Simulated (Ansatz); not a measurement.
Reaction (SMILES): F (HF) → [F-] + H+
B3LYP-D3(BJ)/def2-TZVP geometries, fixed; electronic energies without zero-point terms.

Effect of the final integration grid (spheres per factor e of radius in core and valence, angular degree) at PBE0/cc-pVTZ with Ansatz (a first-principles code), against the last row, where the deprotonation energy is 399.01 kcal/mol. The default's grid is 13, 11, 36.

```csv
setting,largest shift of a total energy (mEh),shift of the deprotonation energy (kcal/mol)
accuracy: medium (default),0.000,0.000
"final_grid: 4, 3, 11",-0.341,-0.117
"final_grid: 6, 5, 17",0.027,-0.012
"final_grid: 8, 7, 23",0.000,0.000
"final_grid: 10, 9, 29",0.000,0.000
"final_grid: 18, 15, 47",0.000,0.000
"final_grid: 26, 22, 59",0.000,0.000
```

Within 0.02 kcal/mol in the deprotonation energy: accuracy: medium (default); final_grid: 6, 5, 17; final_grid: 8, 7, 23; final_grid: 10, 9, 29; final_grid: 18, 15, 47. The largest shift is 0.341 mEh in a total energy and 0.117 kcal/mol in the difference.
